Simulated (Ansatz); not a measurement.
in.yaml

```yaml
crystal:
  periodic: [false, false, false]
  atoms:
    - {symbol: Si, position_ang: [-1.170100, -0.004737, -0.000105]}
    - {symbol: Si, position_ang: [1.170100, 0.004737, 0.000105]}
    - {symbol: H, position_ang: [-1.691983, 1.388317, 0.008571]}
    - {symbol: H, position_ang: [-1.683587, -0.711953, 1.203728]}
    - {symbol: H, position_ang: [-1.683432, -0.696845, -1.212752]}
    - {symbol: H, position_ang: [1.691983, -1.388317, -0.008571]}
    - {symbol: H, position_ang: [1.683432, 0.696845, 1.212752]}
    - {symbol: H, position_ang: [1.683587, 0.711953, -1.203728]}
basis:
  gaussian: {orbitals: def2-mTZVP}
correlation: {method: sc_nevpt2, electrons: all, active_space: {window: {electrons: 2, orbitals: 2}, states: [{multiplicity: 2, weights: [1, 1, 1, 1, 1, 1, 1, 1, 1, 1, 1, 1, 1, 1, 1, 1, 1, 1, 1, 1, 1, 1, 1, 1, 1, 1, 1, 1, 1, 1]}]}}
accuracy: high
scf: {lower_state_search: light}
```

```sh
$ ansatz run in.yaml --threads 1 --pin off --events-out ev --progress --plain --max-ram 2393MiB
```

Task: One thing in this input was set wrong on purpose, beside settings that are merely unusual. What is the gravest fault, and what does the program do?

Result: Impossible set of states or weights. How the run ends: stopped by an error.
```
1300 factors; integrals over basis functions are off by at most 3.7e-9 eV
mean field evaluation 1: about -15817.4191 eV, gradient 1.2e1 eV
mean field evaluation 2: about -15817.8519 eV, gradient 1.3e1 eV
mean field evaluation 4: about -15819.0086 eV, gradient 5.2e-1 eV
mean field evaluation 8: about -15819.0104 eV, gradient 7.1e-5 eV
mean field evaluation 16: about -15819.0104 eV, gradient 8.0e-8 eV
mean field -15819.01035732 eV, -581.3379081214 hartree, gradient 8.0e-8 eV, S^2 0.000000; 0 other end points of the search recorded, 0 dependent functions left out
reference -15819.01035732 eV, -581.3379081214 hartree; 17, 17 occupied and 45, 45 virtual orbitals, 1300 factors
Error: 2 electrons in 2 orbitals have no state of multiplicity 2
```
